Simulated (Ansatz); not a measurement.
The input, for Ansatz 0.2.0:

```yaml
crystal:
  periodic: [false, false, false]
  atoms:
    - {symbol: Al, position_ang: [0.000000, 0.000000, 1.378956]}
    - {symbol: C, position_ang: [0.000000, 0.000000, -2.485484]}
    - {symbol: H, position_ang: [0.000000, 1.817946, -3.648008]}
    - {symbol: H, position_ang: [0.000000, -1.817946, -3.648008]}
basis:
  gaussian: {orbitals: def2-mTZVP}
magnetization: {spin_polarized: false, initial_magnetization: 3}
correlation: {active_space: {window: {electrons: 3, orbitals: 4}, states: [{multiplicity: 4, weights: [0.5, 1]}], root: 0}}
```

```sh
$ ansatz run in.yaml --threads 1 --pin off --events-out ev --progress --plain --max-ram 2393MiB
```

Q: Roughly how long does this take on 1 thread of Intel Xeon 6975P-C, shared host, and how much host memory?

A: 4.2 s wall and 0.16 GiB.

```
753 factors; integrals over basis functions are off by at most 1.8e-7 eV
mean field evaluation 1: about -7630.9283 eV, gradient 8.2e0 eV
mean field evaluation 2: about -7630.9488 eV, gradient 8.2e0 eV
mean field evaluation 4: about -7631.0457 eV, gradient 1.0e1 eV
mean field evaluation 8: about -7631.2040 eV, gradient 8.0e0 eV
mean field evaluation 16: about -7632.0077 eV, gradient 3.2e-2 eV
mean field evaluation 32: about -7630.9283 eV, gradient 8.2e0 eV
mean field evaluation 64: about -7631.9184 eV, gradient 2.3e-3 eV
mean field evaluation 96: about -7631.9253 eV, gradient 1.9e-1 eV
mean field evaluation 128: about -7631.9158 eV, gradient 5.0e-2 eV
mean field evaluation 160: about -7632.7927 eV, gradient 8.7e-2 eV
mean field evaluation 192: about -7632.7875 eV, gradient 4.4e-1 eV
mean field evaluation 224: about -7631.1878 eV, gradient 9.0e0 eV
mean field evaluation 256: about -7632.7445 eV, gradient 4.6e-1 eV
mean field evaluation 288: about -7631.7604 eV, gradient 1.8e0 eV
mean field evaluation 320: about -7632.7129 eV, gradient 4.9e-1 eV
mean field evaluation 352: about -7631.2983 eV, gradient 5.5e0 eV
mean field -7632.79328435 eV, -280.4999795069 hartree, gradient 2.5e-6 eV, S^2 3.750000; 26 other end points of the search recorded, 0 dependent functions left out
reference -7632.79328435 eV, -280.4999795069 hartree; 12, 9 occupied and 35, 38 virtual orbitals, 753 factors
state -7632.77838172 eV, -280.4994318450 hartree
state -7632.62739266 eV, -280.4938830997 hartree
Total energy: -7632.77838172 eV, -280.4994318450 hartree
```

Natural occupations, averaged over the states: 1.0000 1.0000 0.6667 0.3333.

Before any correction even the lowest state lies above the reference determinant, by 0.01 eV, so the averaged orbitals or the space serve it badly.
